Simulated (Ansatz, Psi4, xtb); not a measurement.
# Ligand exchange: CH3Cl + H2O → CH4O + HCl

Species: CH3Cl (chloromethane) `CCl`, singlet; H2O (water) `O`, singlet; CH4O (methanol) `CO`, singlet; HCl, singlet. The partners trade Cl for OH: C–Cl and H–OH bonds give way to C–OH and H–Cl.

Shapes, held fixed at every level: PBE0-D4/def2-TZVP. Programs: Ansatz 0.2.0, Psi4 1.11, xtb 6.7.1. The zero-point and thermal change to 298 K, harmonic and unscaled (PBE0-D4/def2-TZVP), is -3.2 kJ/mol.

**The experiment to reproduce.** Tabulated heats of formation (Active Thermochemical Tables): CH3Cl -82.6; H2O -241.8; CH4O -200.7; HCl -92.2 kJ/mol, which give ΔH(298 K) = +31.6 kJ/mol.

```tsv
level	kind	ΔH (kJ/mol)	computed − measured
GFN2-xTB	semi-empirical	+1.9	-29.7
PBE0/def2-SVP	global hybrid	+7.9	-23.6
PBE0-D4/def2-TZVPP (density fitting)	global hybrid	+28.0	-3.6
BHLYP-D4/def2-TZVPP	global hybrid	+24.9	-6.7
wB97M-V/def2-TZVPP (density fitting)	range-separated hybrid	+27.6	-4.0
B2PLYP/def2-TZVPP	double hybrid	+26.6	-5.0
MP2/def2-QZVPP (density fitting, density fitting for correlation)	perturbation theory	+34.5	+2.9
CCSD(T)/def2-TZVPP	coupled cluster or CI	+25.6	-5.9
CCSD(T)/CBS estimate	coupled cluster or CI	+31.5	-0.1
```

Nearest: CCSD(T)/CBS estimate (-0.1); farthest: GFN2-xTB (-29.7). 7 of 9 levels lie within 10 kJ/mol. The CBS estimate extrapolates MP2 from def2-TZVPP and def2-QZVPP and adds CCSD(T) − MP2 in the triple-zeta set, cores frozen.
